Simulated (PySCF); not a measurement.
## State search for BF

Unrestricted PBE0; basis B def2-TZVPP, F def2-TZVPP; no relativity; PySCF 2.14. Outer shells of the fragments: B 2s2 2p1; F 2s2 2p5.

Followed along the bond (rough minima from three points):

```csv
2Ms+1,unpaired,⟨S²⟩ at the start,R at minimum (Å),Te (eV)
1,none,0.00,1.26,0.00
3,"σ ↑, π ↑",2.00,1.31,3.21
```

Solutions found at the starting distance of 1.430 Å, counted from the lowest of them; the search is not exhaustive and high or unbound solutions are not listed, so other states can lie among these:

```
2Ms+1  unpaired   term  E (eV)  ⟨S²⟩  ⟨Lz²⟩  μ (D)
    1      none    ¹Σ⁺    0.00  0.00   0.00   0.10
    3  σ ↑, π ↑     ³Π    2.96  2.00   1.00  -1.16
    1  σ ↑, π ↓  mixed    4.11  1.00   1.01  -0.87
    3      σ ↑↑    ³Σ⁺    7.73  2.01   0.00  -2.87
    3      π ↑↑    ³Σ⁻    8.49  2.06   0.00  -2.09
    3      π ↑↑  mixed    9.25  2.01   2.01   3.76
    3      π ↑↑  mixed    9.51  2.01   2.01   3.78
```

A term symbol is given only where ⟨S²⟩ and ⟨Lz²⟩ are close to those of a pure state; real π, δ and φ orbitals otherwise mix terms. A positive dipole means B(−)F(+).

Compare the gap between the two lowest followed solutions at the starting distance with the gap between their minima.

At PBE0 the second solution (triplet, unpaired electrons σ ↑, π ↑) lies +2.96 eV from the first (singlet, closed shell) at 1.430 Å and +3.21 eV at the minima; the two curves relax by different amounts, since their minima lie near 1.31 and 1.26 Å.

Counting both spins, an empty level lies below a filled one in some of these solutions, because spin and occupation are held.
